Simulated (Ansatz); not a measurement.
F$_{2}$HSi, SMILES `F[SiH]F` radical. The species carries charge 0 and has multiplicity 2.

```xyz
4

F     0.2453   -1.3492    0.5516
Si    0.0465    0.2189    0.3634
F    -1.3765    0.4361   -0.3160
H     1.0847    0.6943   -0.5991
```

(1) What are the harmonic wavenumbers in cm⁻¹ at PBE0-D4/def2-TZVP (Ansatz, finite differences of forces, unscaled)? (Estimate.)

(2) Is this a minimum?

(3) Give the ideal-gas thermochemistry at 298.15 K and 1 bar (rigid rotor, harmonic oscillator; point group Cs, symmetry number 1).

## Answers

(1) The calculation gave: 307, 750, 750, 864, 939, 2152.

(2) Yes, all 6 modes are real.

(3) Zero-point energy 34.5 kJ/mol; H(298) − E = 46.2 kJ/mol; entropy 272.0 J/(mol·K), of which translation 161.3, rotation 95.9, vibration 9.1, electronic 5.8; G(298) − E = -34.9 kJ/mol.
